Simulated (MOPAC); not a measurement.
MOPAC input (PM6):

```
PM6 PRECISE GNORM=0.05 LET XYZ GEO-OK AUX(PRECISION=9) THREADS=1
C3H8

C    -0.00139165 1   -0.00334083 1    0.58589379 1
C     0.00267198 1    1.27254219 1   -0.25206775 1
C    -0.00144008 1   -1.26958484 1   -0.26657299 1
H    -0.87744234 1   -0.00566370 1    1.24134070 1
H     0.87153550 1   -0.00851641 1    1.24547871 1
H     0.00264334 1    2.16564392 1    0.37573330 1
H    -0.00436951 1   -2.16978780 1    0.35099555 1
H     0.88562788 1    1.31645313 1   -0.89469099 1
H    -0.87708528 1    1.31932823 1   -0.89886150 1
H    -0.88133215 1   -1.30614068 1   -0.91384229 1
H     0.88138101 1   -1.30901578 1   -0.90967178 1
```

Output:

```
 *******************************************************************************
 **                                                                           **
 **                              MOPAC v23.2.5                                **
 **                                                                           **
 *******************************************************************************
 ** MOPAC's Digital Object Identifier: https://doi.org/10.5281/zenodo.6511958 **
 **                                                                           **
 ** Please cite the open-source release paper for use of this MOPAC version:  **
 ** J. E. Moussa and J. J. P. Stewart (2026)                                  **
 ** MOPAC: An open-source semiempirical molecular orbital program             **
 ** J. Open Source Softw., 11(119), 8025, https://doi.org/10.21105/joss.08025 **
 *******************************************************************************

                              PM6 CALCULATION RESULTS

 *******************************************************************************
 *  PM6        - The PM6 Hamiltonian to be used
 *  GEO-OK     - OVERRIDE INTERATOMIC DISTANCE AND OTHER SAFETY CHECKS
 *  LET        - OVERRIDE SOME SAFETY CHECKS
 *  PRECISE    - TIGHTER CRITERIA TO BE USED
 *  XYZ        - CARTESIAN COORDINATE SYSTEM TO BE USED
 *  GNORM      - EXIT WHEN GRADIENT NORM DROPS BELOW 0.050
 *  AUX        - OUTPUT AUXILIARY INFORMATION
 *******************************************************************************
PM6 PRECISE GNORM=0.05 LET XYZ GEO-OK AUX(PRECISION=9) THREADS=1
 C3H8

   ATOM   CHEMICAL          X               Y               Z
  NUMBER   SYMBOL      (ANGSTROMS)     (ANGSTROMS)     (ANGSTROMS)

     1       C         -0.00139165  *  -0.00334083  *   0.58589379  *
     2       C          0.00267198  *   1.27254219  *  -0.25206775  *
     3       C         -0.00144008  *  -1.26958484  *  -0.26657299  *
     4       H         -0.87744234  *  -0.00566370  *   1.24134070  *
     5       H          0.87153550  *  -0.00851641  *   1.24547871  *
     6       H          0.00264334  *   2.16564392  *   0.37573330  *
     7       H         -0.00436951  *  -2.16978780  *   0.35099555  *
     8       H          0.88562788  *   1.31645313  *  -0.89469099  *
     9       H         -0.87708528  *   1.31932823  *  -0.89886150  *
    10       H         -0.88133215  *  -1.30614068  *  -0.91384229  *
    11       H          0.88138101  *  -1.30901578  *  -0.90967178  *

          CARTESIAN COORDINATES

    NO.       ATOM           X           Y           Z

     1         C         -0.0014     -0.0033      0.5859
     2         C          0.0027      1.2725     -0.2521
     3         C         -0.0014     -1.2696     -0.2666
     4         H         -0.8774     -0.0057      1.2413
     5         H          0.8715     -0.0085      1.2455
     6         H          0.0026      2.1656      0.3757
     7         H         -0.0044     -2.1698      0.3510
     8         H          0.8856      1.3165     -0.8947
     9         H         -0.8771      1.3193     -0.8989
    10         H         -0.8813     -1.3061     -0.9138
    11         H          0.8814     -1.3090     -0.9097

 General Reference for PM6:
 "Optimization of Parameters for Semiempirical Methods V: Modification of NDDO Approximations
 and Application to 70 Elements", J. J. P. Stewart, J. Mol. Mod., 13, 1173-1213 (2007)
 URL: https://link.springer.com/article/10.1007/s00894-007-0233-4

           Empirical Formula: C3 H8  =    11 atoms

      MOLECULAR POINT GROUP   :   C2v

      RHF CALCULATION, NO. OF DOUBLY OCCUPIED LEVELS = 10

          Geometry optimization using EF

          DIAGONAL MATRIX USED AS START HESSIAN

 CYCLE:     1  GRAD.:    15.268 HEAT: -20.78217
 CYCLE:     2  GRAD.:    53.191 HEAT: -19.73784
 CYCLE:     3  GRAD.:    32.296 HEAT: -20.46632
 CYCLE:     4  GRAD.:    74.346 HEAT: -18.04948
 CYCLE:     5  GRAD.:    17.766 HEAT: -20.81362
 CYCLE:     6  GRAD.:    45.646 HEAT: -19.78787
 CYCLE:     7  GRAD.:    18.785 HEAT: -20.81572
 CYCLE:     8  GRAD.:    67.351 HEAT: -18.65095
 CYCLE:     9  GRAD.:     0.860 HEAT: -20.96762
 CYCLE:    10  GRAD.:     0.546 HEAT: -20.96812
 CYCLE:    11  GRAD.:     0.082 HEAT: -20.96857
 CYCLE:    12  GRAD.:     0.117 HEAT: -20.96860
 CYCLE:    13  GRAD.:     0.774 HEAT: -20.96837
 CYCLE:    14  GRAD.:     0.018 HEAT: -20.96869

     GRADIENT =  0.01767 IS LESS THAN CUTOFF =  0.05000

 -------------------------------------------------------------------------------
 PM6 PRECISE GNORM=0.05 LET XYZ GEO-OK AUX(PRECISION=9) THREADS=1
 C3H8

     GEOMETRY OPTIMISED USING EIGENVECTOR FOLLOWING (EF).
     SCF FIELD WAS ACHIEVED

                              PM6 CALCULATION
                                                       MOPAC v23.2.5 Linux

          FINAL HEAT OF FORMATION =        -20.96869 KCAL/MOL =     -87.73299 KJ/MOL

          COSMO AREA              =         96.04 SQUARE ANGSTROMS
          COSMO VOLUME            =         79.19 CUBIC ANGSTROMS

          GRADIENT NORM           =          0.01767          =       0.00533 PER ATOM
          IONIZATION POTENTIAL    =         11.340963 EV
          HOMO LUMO ENERGIES (EV) =        -11.341  4.417
          NO. OF FILLED LEVELS    =         10
          MOLECULAR WEIGHT        =         44.0962         POINT GROUP:  C2v

          MOLECULAR DIMENSIONS (Angstroms)

            Atom       Atom       Distance
            H     7    H     6     4.33449
            H     8    H     4     2.79741
            H     9    H     5     2.73950

          SCF CALCULATIONS        =         15

   ATOM   CHEMICAL          X               Y               Z
  NUMBER   SYMBOL      (ANGSTROMS)     (ANGSTROMS)     (ANGSTROMS)

     1       C         -0.00140376  *  -0.00336473  *   0.59067621  *
     2       C          0.00267326  *   1.26878943  *  -0.25499324  *
     3       C         -0.00142674  *  -1.26580286  *  -0.26945815  *
     4       H         -0.88721598  *  -0.00573323  *   1.25654671  *
     5       H          0.88123784  *  -0.00861767  *   1.26073103  *
     6       H          0.00264547  *   2.16514444  *   0.37447761  *
     7       H         -0.00436567  *  -2.16927422  *   0.34974303  *
     8       H          0.88660944  *   1.31873175  *  -0.90077636  *
     9       H         -0.87803137  *   1.32160995  *  -0.90495149  *
    10       H         -0.88228407  *  -1.30835013  *  -0.91995713  *
    11       H          0.88235416  *  -1.31122839  *  -0.91578215  *

                             CARTESIAN COORDINATES

   1    C       -0.001403764    -0.003364726     0.590676206
   2    C        0.002673257     1.268789435    -0.254993244
   3    C       -0.001426741    -1.265802858    -0.269458147
   4    H       -0.887215980    -0.005733233     1.256546711
   5    H        0.881237838    -0.008617665     1.260731027
   6    H        0.002645475     2.165144444     0.374477611
   7    H       -0.004365666    -2.169274219     0.349743030
   8    H        0.886609441     1.318731748    -0.900776358
   9    H       -0.878031373     1.321609947    -0.904951493
  10    H       -0.882284075    -1.308350130    -0.919957127
  11    H        0.882354155    -1.311228387    -0.915782151

           Empirical Formula: C3 H8  =    11 atoms

      MOLECULAR POINT GROUP   :   C2v

                  EIGENVALUES
 -27.88511 -24.03221 -20.39871 -15.62403 -14.93831 -13.79484 -13.08525 -11.97488
 -11.89445 -11.34096   4.41717   4.68807   5.61936   5.98845   6.04468   6.07770
   6.34375   6.60375   6.93417   7.04177

              NET ATOMIC CHARGES AND DIPOLE CONTRIBUTIONS

  ATOM NO.   TYPE          CHARGE      No. of ELECS.   s-Pop       p-Pop
    1          C          -0.179640        4.1796     1.07444     3.10520
    2          C          -0.467097        4.4671     1.08291     3.38419
    3          C          -0.467097        4.4671     1.08291     3.38419
    4          H           0.120223        0.8798     0.87978
    5          H           0.120223        0.8798     0.87978
    6          H           0.142802        0.8572     0.85720
    7          H           0.142802        0.8572     0.85720
    8          H           0.146946        0.8531     0.85305
    9          H           0.146946        0.8531     0.85305
   10          H           0.146946        0.8531     0.85305
   11          H           0.146946        0.8531     0.85305
 DIPOLE           X         Y         Z       TOTAL
 POINT-CHG.    -0.000    -0.000     0.047     0.047
 HYBRID         0.000     0.001    -0.107     0.107
 SUM            0.000     0.000    -0.060     0.060

          ATOMIC ORBITAL ELECTRON POPULATIONS

     Atom    s        px        py        pz
    1  C   1.07444   1.13365   0.94498   1.02656
    2  C   1.08291   1.17248   1.07796   1.13375
    3  C   1.08291   1.17248   1.07916   1.13255
    4  H   0.87978
    5  H   0.87978
    6  H   0.85720
    7  H   0.85720
    8  H   0.85305
    9  H   0.85305
   10  H   0.85305
   11  H   0.85305

 **********************
 *                    *
 * JOB ENDED NORMALLY *
 *                    *
 **********************

 == MOPAC DONE ==
```
